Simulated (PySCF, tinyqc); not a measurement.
Inside a calculation. Method: RHF in the sto-3g basis, for OH-, spin multiplicity 1. The basis has no diffuse functions, so it cannot describe the extra electron: this is an exercise in the method, not the real anion. The lowest restricted solution is unstable here: a spin-polarised one lies 0.0071 hartree lower (PySCF). One step of it, computed by the program tinyqc.

Problem. Orthogonalisation. S = U s U^T; symmetric (Loewdin) form X = U s^(-1/2) U^T, so that X^T S X = 1.

overlap S:
```
,1O 1s,1O 2s,1O 2px,1O 2py,1O 2pz,2H 1s
1O 1s,1.000000,0.236704,0.000000,0.000000,0.000000,0.011593
1O 2s,0.236704,1.000000,0.000000,0.000000,0.000000,0.157057
1O 2px,0.000000,0.000000,1.000000,0.000000,0.000000,0.000000
1O 2py,0.000000,0.000000,0.000000,1.000000,0.000000,0.000000
1O 2pz,0.000000,0.000000,0.000000,0.000000,1.000000,0.160662
2H 1s,0.011593,0.157057,0.000000,0.000000,0.160662,1.000000
```

Give: eigenvalues of S; X.

Solution.

eigenvalues of S: 0.705  0.868  1.000  1.000  1.121  1.307

X:
```
,1O 1s,1O 2s,1O 2px,1O 2py,1O 2pz,2H 1s
1O 1s,1.022,-0.124,0.000,0.000,-0.001,0.009
1O 2s,-0.124,1.032,0.000,0.000,0.010,-0.083
1O 2px,0.000,0.000,1.000,0.000,0.000,0.000
1O 2py,0.000,0.000,0.000,1.000,0.000,0.000
1O 2pz,-0.001,0.010,0.000,0.000,1.010,-0.083
2H 1s,0.009,-0.083,0.000,0.000,-0.083,1.020
```
